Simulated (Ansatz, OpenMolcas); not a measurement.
SO (sulfur oxide): the electronic atomisation energy, rung by rung

SO: 2 atoms, total charge 0, spin state triplet. As SMILES, `O=S`. Geometry: the measured bond length.

```xyz
2

O     0.0000    0.0000    0.0000
S     0.0000    0.0000    1.4811
```

Quantity: the electronic atomisation energy, in eV. The values are calculated. Electronic energies at fixed atoms, without zero-point motion or spin-orbit coupling.

```tsv
level	kind	program	value (eV)	CPU time (all runs)
USVWN5/def2-TZVPPD	LDA	OpenMolcas	7.24	27 s
U-r2SCAN/def2-TZVPPD	meta-GGA	Ansatz	5.74	13 s
UM06-L/def2-TZVPPD	meta-GGA	OpenMolcas	5.54	50 s
UBHLYP/def2-TZVPPD	global hybrid	OpenMolcas	4.75	34 s
U-wB97X/def2-TZVPPD	range-separated hybrid	Ansatz	5.46	28 s
UCAM-B3LYP/def2-TZVPPD	range-separated hybrid	Ansatz	5.47	7.6 s
RPA@PBE0/def2-TZVPPD	RPA	Ansatz	4.94	9 s
UBCCD(T)/def2-TZVPPD	coupled cluster or CI	Ansatz	5.14	20 s
FCI/STO-3G	exact in the basis	Ansatz	3.02	0.09 s
```

The values span 3.02 to 7.24 eV. High-level rows in very small sets aren't better than simpler rows in larger ones. In so small a basis fixed costs decide the times, and correlated methods can beat functionals. CPU times are rough (shared hosts, several kinds of processor and program).
